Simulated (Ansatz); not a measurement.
A calculation on litharge SnO returned lattice constant a 3.889 Å, lattice parameter c 4.947 Å.

For reference: lattice constant a 3.801 Å (measured, temperature not stated, not corrected to a static lattice; as tabulated in Electronic properties of the Sn1−xPbxO alloy and band alignment of the SnO/PbO …); lattice parameter c 4.835 Å (measured, temperature not stated, no zero-point or thermal correction; as tabulated in Electronic properties of the Sn1−xPbxO alloy and band alignment of the SnO/PbO …).

Question: Which level of theory produced these numbers?
A. PBE0 (Ansatz, an electronic-structure program)
B. HSE06-D3(BJ) (Ansatz)
C. rVV10 (Ansatz)
D. Hartree–Fock (Ansatz)

Answer: C, rVV10 (Ansatz)

The others give: PBE0 3.799 Å, 5.023 Å; HSE06-D3(BJ) 3.762 Å, 4.660 Å; Hartree–Fock 3.762 Å, 7.595 Å.

Unless a cell is named, each level is at its own relaxed cell (Hartree–Fock 26.87, HSE06-D3(BJ) 16.49, PBE0 18.13, rVV10 18.71 Å³/atom).

Caveats: exact exchange on metals is sensitive to the k mesh and can open a false gap (HSE06-D3(BJ)); the cell comes from a level without a dispersion term, which matters for the spacing of layers, chains or molecules (PBE0, Hartree–Fock); the run warned that the count of filled bands differs between k points (HSE06-D3(BJ)). Ansatz's density-functional and Hartree–Fock values are scalar-relativistic unless marked +SOC, with PAW data made under PBE.
